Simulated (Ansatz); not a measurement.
# BSiH₂+ (triplet): wave-function methods side by side, cc-pVTZ

The task here is to estimate one member of a computed series from the others.

Computed with Ansatz 0.2.0, Gaussian basis. Level: cc-pVTZ, core rule «outside noble gas», up to 6 orbitals frozen.

The runs, in order: UHF; CCSD(T) on ROHF; CCSD(T) on UHF; BCCD(T) on ROHF; CCSDT(Q) on ROHF; CCSDT(Q) on UHF; CASSCF and MRCISD+Q, 8 electrons in 10 orbitals; CASSCF and NEVPT4(SD), 8 electrons in 10 orbitals; CASSCF and NEVPT2, 8 electrons in 10 orbitals.

7 further runs of the same task are left out: 2 for a known fault of the program, 5 set aside as unsound or not needed.

## The geometry

The geometry is a PBE0/def2-TZVP stationary point (not a proven minimum) of the parent state, kept for this charge and spin.

4 atoms, charge 1, spin multiplicity 3.

Atoms are counted from 1 here; the program's logs count them from 0.

Bond lengths: Si1–B2 1.871 Å, Si1–H3 1.488 Å, Si1–H4 1.488 Å. Angles: B2–Si1–H3 125.4°, B2–Si1–H4 125.4°, H3–Si1–H4 109.2°.

Coordinates:

| atom | x (Å) | y (Å) | z (Å) |
| --- | --- | --- | --- |
| Si1 | 0.0000 | 0.0000 | 0.4518 |
| B2 | 0.0000 | 0.0000 | -1.4188 |
| H3 | 0.0000 | 1.2127 | 1.3144 |
| H4 | 0.0000 | -1.2127 | 1.3144 |

The first run:

Input file in.yaml:

```yaml
crystal:
  periodic: [false, false, false]
  atoms:
    - {symbol: Si, position_ang: [0.000000, 0.000000, 0.451790]}
    - {symbol: B, position_ang: [0.000000, 0.000000, -1.418773]}
    - {symbol: H, position_ang: [0.000000, 1.212692, 1.314369]}
    - {symbol: H, position_ang: [0.000000, -1.212692, 1.314369]}
basis:
  gaussian: {orbitals: cc-pVTZ}
total_charge: 1
magnetization: {spin_polarized: true, initial_magnetization: 2}
hamiltonian: {xc: hf}
output: {orbitals: {seedname: orbitals}}
```

Command:

```sh
$ ansatz run in.yaml --threads 1 --pin off --events-out ev --progress --plain --max-ram 4096MiB --backend cpu
```

Among the steps run: UHF; CCSD(T) on ROHF; CCSD(T) on UHF; BCCD(T) on ROHF; CCSDT(Q) on ROHF; CCSDT(Q) on UHF; CASSCF and MRCISD+Q, 8 electrons in 10 orbitals; CASSCF and NEVPT4(SD), 8 electrons in 10 orbitals; CASSCF and NEVPT2, 8 electrons in 10 orbitals.

One of the session's tables, all rows but one given; the rest of the session is left out.

```
            method  from UCCSDT(Q) (meV)
              ROHF               +4802.3
               UHF               +4745.1
              RMP2                     ?
              UMP2               +1100.0
             RCCSD                +208.9
             UCCSD                +206.4
          RCCSD(T)                 +48.1
          UCCSD(T)                 +47.6
           BCCD(T)                 +45.6
            RCCSDT                  +8.0
            UCCSDT                  +7.3
         RCCSDT(Q)                  +0.9
         UCCSDT(Q)                     0
    CASSCF valence               +2922.4
    NEVPT2 valence                +819.7
NEVPT4(SD) valence                +164.6
    MRCISD valence                +204.8
  MRCISD+Q valence                 +58.6
```

**Question.** Estimate the row for RMP2.

**Answer.** from UCCSDT(Q) (meV): +1100.2. In the column «from UCCSDT(Q) (meV)» it lies between UMP2 (+1100.0) and CASSCF valence (+2922.4).

Among the levels timed on like hardware and quicker than the yardstick, those that no quicker one beats, quickest first: NEVPT2 valence (9.5 s, +819.7 meV); BCCD(T) (13 s, +45.6 meV).

Limits of these values: Of the multireference levels listed MRCISD+Q valence comes nearest in total energy (+58.6 meV), which doesn't show that its space is the better one. Restricted and unrestricted rows rest on different reference determinants; where their highest levels disagree by more than a few hundredths of an eV, they describe different states and don't form one ladder.
